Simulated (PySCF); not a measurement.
A made-up structure of CH$_{2}$B$_{2}$, closed shell:

```
5
angstrom
B -0.1409 -0.6861 1.6090
C -0.3384 -0.5249 0.4172
B 0.0764 0.2207 -0.4077
H -0.5132 -0.1458 -1.3697
H 0.9161 1.1361 -0.2487
```

It is relaxed with PBE-D4/def2-SVP and then PBE0-D4/def2-TZVP (PySCF 2.14 with density fitting (its default auxiliary sets; JK sets also for MP2 and CCSD(T))). Atoms count as bonded within 1.22 times the sum of their covalent radii (H–H: 0.88 Å). The end point is not checked to be a true minimum.

Task: Does its bonding change? (A judgement: the text doesn't fix the answer.)

Result: By the calculation: No: no bond forms or breaks.

Where it ends: The first stage lowers the energy by 3.71 eV in 20 steps. It ends as CH₂B₂ ([B][C][BH2]):
```
5
angstrom
B -0.5640 -1.4006 1.5569
C -0.4367 -0.6946 0.3004
B 0.1811 0.3967 -0.3769
H -0.1333 0.4911 -1.5427
H 0.9484 1.1960 0.0742
```

Labels in which every atom is bracketed show which atoms are joined, not bond orders.

For scale, one of the runs: PBE0-D4/def2-TZVP relaxation, 105 basis functions, launched by `OMP_NUM_THREADS=2 python run.py`. The run took 26 s on 2 CPU threads of an Intel Xeon 6975P-C (shared host), with 1 GiB of host memory at its peak.
